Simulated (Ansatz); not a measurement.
System: 1T (CdI2-type) TiTe2. Method: LDA (plane waves, PAW; Ansatz, a quantum-chemistry and plane-wave program).

Rigid layers of the crystal as relaxed at this level are moved apart or together:

| run | k mesh | layer repeat (Å) | energy against free layers (meV/Å²) | gap on the mesh (eV) |
|---|---|---|---|---|
| 1 | 12×12×6 | 6.2 | -21.80 | 0.000 |
| 2 | 12×12×6 | 6.35 | -22.59 | 0.000 |
| 3 | 12×12×6 | 6.5 | -21.72 | 0.000 |
| 4 | 12×12×6 | 6.7 | -19.20 | 0.000 |
| 5 | 12×12×6 | 7 | -14.75 | 0.000 |
| 6 | 12×12×6 | 7.5 | -8.52 | 0.000 |
| 7 | 12×12×4 | 8.5 | -2.04 | 0.000 |
| 8 | 12×12×4 | 10.5 | 0.05 | 0.000 |

The lowest energy of these points lies at a layer repeat of 6.35 Å.

Spin–orbit coupling is not included.

Note: the cell comes from a level without a dispersion term, which matters for the spacing of layers, chains or molecules.
